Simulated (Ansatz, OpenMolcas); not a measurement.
**How methods differ on SiH4O2 (SMILES O[SiH2]O)**

SiH4O2: 7 atoms, total charge 0, spin state singlet. As SMILES, `O[SiH2]O`. The shape is that of a PBE0-D4/def2-TZVP optimisation. This is one conformer, not always the lowest.

Each level gives the electronic atomisation energy (eV). The values are calculated. Electronic energies at fixed atoms, without zero-point motion or spin-orbit coupling.

```json
{"level": "HF/def2-SVPD", "kind": "Hartree–Fock", "program": "Ansatz", "value (eV)": "18.54", "CPU time (all runs)": "2 s"}
{"level": "PBE/def2-SVPD", "kind": "GGA", "program": "Ansatz", "value (eV)": "25.89", "CPU time (all runs)": "4.3 s"}
{"level": "TPSS/def2-SVPD", "kind": "meta-GGA", "program": "OpenMolcas", "value (eV)": "25.76", "CPU time (all runs)": "67 s"}
{"level": "B3LYP/def2-SVPD", "kind": "global hybrid", "program": "OpenMolcas", "value (eV)": "25.62", "CPU time (all runs)": "55 s"}
{"level": "r2SCAN0/def2-SVPD", "kind": "hybrid meta-GGA", "program": "Ansatz", "value (eV)": "25.33", "CPU time (all runs)": "9.6 s"}
{"level": "wB97X/def2-SVPD", "kind": "range-separated hybrid", "program": "Ansatz", "value (eV)": "25.81", "CPU time (all runs)": "15 s"}
{"level": "PBE-QIDH/def2-SVPD", "kind": "double hybrid", "program": "Ansatz", "value (eV)": "25.23", "CPU time (all runs)": "5.9 s"}
{"level": "MP2/def2-SVPD", "kind": "perturbation theory", "program": "Ansatz", "value (eV)": "25.10", "CPU time (all runs)": "2.2 s"}
{"level": "BCCD(T)/def2-SVPD", "kind": "coupled cluster or CI", "program": "Ansatz", "value (eV)": "24.57", "CPU time (all runs)": "20 s"}
{"level": "CCSD/def2-SVPD", "kind": "coupled cluster or CI", "program": "Ansatz", "value (eV)": "24.32", "CPU time (all runs)": "12 s"}
```

Correlated wave functions underbind in double-zeta sets. The values span 18.54 to 25.89 eV. CPU times are rough (shared hosts, several kinds of processor and program).
